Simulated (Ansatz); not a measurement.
# S2F+ (triplet): wave-function methods side by side, def2-QZVPP

One table from this session's results is given with a row withheld; the runs are named, their logs left out.

The runs use Ansatz 0.2.0, Gaussian basis; def2-QZVPP, core rule «outside noble gas», up to 11 orbitals frozen.

Plan: UHF; ROHF; CCSD(T) on UHF.

2 further runs of the same task are left out: 2 set aside as unsound or not needed.

### What is computed

The geometry is a PBE0/def2-TZVP stationary point (not a proven minimum) of the parent state, kept for this charge and spin.

3 atoms, charge 1, spin multiplicity 3.

Atoms are counted from 1 here; the program's logs count them from 0.

Bond lengths: F1–S2 1.625 Å, S2–S3 1.883 Å. Angles: F1–S2–S3 108.7°.

Coordinates:

```xyz
3
charge 1, multiplicity 3
F     0.0000   -0.6020    1.5241
S     0.0000    0.5746    0.4026
S     0.0000   -0.2179   -1.3056
```

The first run:

in.yaml reads:

```yaml
crystal:
  periodic: [false, false, false]
  atoms:
    - {symbol: F, position_ang: [0.000000, -0.602011, 1.524080]}
    - {symbol: S, position_ang: [0.000000, 0.574572, 0.402582]}
    - {symbol: S, position_ang: [0.000000, -0.217883, -1.305595]}
basis:
  gaussian: {orbitals: "def2-QZVPP.json"}
total_charge: 1
magnetization: {spin_polarized: true, initial_magnetization: 2}
hamiltonian: {xc: hf}
output: {orbitals: {seedname: orbitals}}
```

Launch:

```bash
ansatz run in.yaml --threads 1 --pin off --events-out ev --progress --plain --max-ram 2393MiB
```

Among the steps run: UHF; ROHF; CCSD(T) on UHF.

One table of the session follows, with a row left open; its other results are not shown here.

```
  method  from UCCSD(T) (kcal/mol)
    ROHF                         ?
     UHF                   +405.87
    UMP2                    +35.51
   UCCSD                    +18.97
UCCSD(T)                         0
```

**Question.** Estimate the row for ROHF.

As computed: from UCCSD(T) (kcal/mol): +414.56. In the column «from UCCSD(T) (kcal/mol)» it is the highest.
